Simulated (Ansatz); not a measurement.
A nudged elastic band was laid between two geometries of H + H6N2Si (10 atoms, charge 0, multiplicity 2).

Method: UKS revPBE/6-31G* (Ansatz 0.2.0).

```
movable images  : 5
climbing image  : yes
spring          : 5.0 eV/Å²
optimiser       : quadratic models (default)
start path      : through a guess of the saddle point
force threshold : 0.05 eV/Å
iteration limit : 60
end points      : relaxed
```

Image 0:

```xyz
10
Properties=species:S:1:pos:R:3
Si 0.113 -0.050 -0.256
H 0.051 -0.048 1.253
N 1.676 -0.048 -1.033
H 2.367 -0.751 -0.767
H 2.124 0.851 -1.215
H -0.499 1.246 -0.733
N -0.670 -1.554 -0.671
H -1.406 -1.903 -0.056
H -0.894 -1.746 -1.649
H -0.471 -0.126 4.679
```

Image 6:

```xyz
10
Properties=species:S:1:pos:R:3
Si 0.133 -0.060 -0.384
H -0.243 0.004 3.275
N 1.677 -0.056 -1.228
H 2.332 -0.817 -1.036
H 2.179 0.831 -1.308
H -0.503 1.239 -0.867
N -0.630 -1.573 -0.833
H -1.396 -1.922 -0.257
H -0.788 -1.787 -1.822
H -0.371 0.014 4.012
```

**Question.** Which bonds break or form, and what moves?

**Answer.** Bonds broken: Si1–H2. Bonds formed: H2–H10. H + H6N2Si becomes H2 + H5N2Si.

**Question.** Give the energies along the band, and the barrier.

**Answer.** The forces met the threshold. The highest image is number 2 of 0 to 6, 0.051 eV above the first end and 0.749 eV above the last; the last end lies 0.697 eV below the first. A vibrational analysis at the climbing image gives one clearly imaginary mode, 363i cm⁻¹: a first-order saddle point.

```csv
image,path coordinate (Å),energy (eV),Si1–H2 (Å),H2–H10 (Å)
0,0.00,0.000,1.51,3.47
1,0.89,0.009,1.51,2.54
2,1.78,0.051,1.55,1.57
3,2.45,-0.491,2.24,0.79
4,3.12,-0.651,2.78,0.75
5,3.79,-0.692,3.29,0.75
6,4.46,-0.697,3.68,0.75
```

**Question.** What is the geometry of the highest image?

**Answer.** 
```xyz
10
Properties=species:S:1:pos:R:3
Si 0.088 -0.044 -0.073
H 0.013 -0.084 1.470
N 1.650 -0.021 -0.849
H 2.323 -0.760 -0.636
H 2.122 0.876 -0.969
H -0.528 1.266 -0.506
N -0.693 -1.539 -0.515
H -1.408 -1.914 0.107
H -0.923 -1.722 -1.493
H -0.254 -0.186 3.016
```

**Question.** What are the harmonic wavenumbers there?

**Answer.** 363i, 123, 150, 215, 269, 373, 409, 442, 610, 685, 774, 802, 863, 914, 959, 980, 1574, 1579, 1724, 2127, 3474, 3480, 3574, 3580 cm⁻¹.

Run time: 3.1 min on 1 thread of Arm Neoverse V2, on a shared host, peak memory 0.14 GiB.
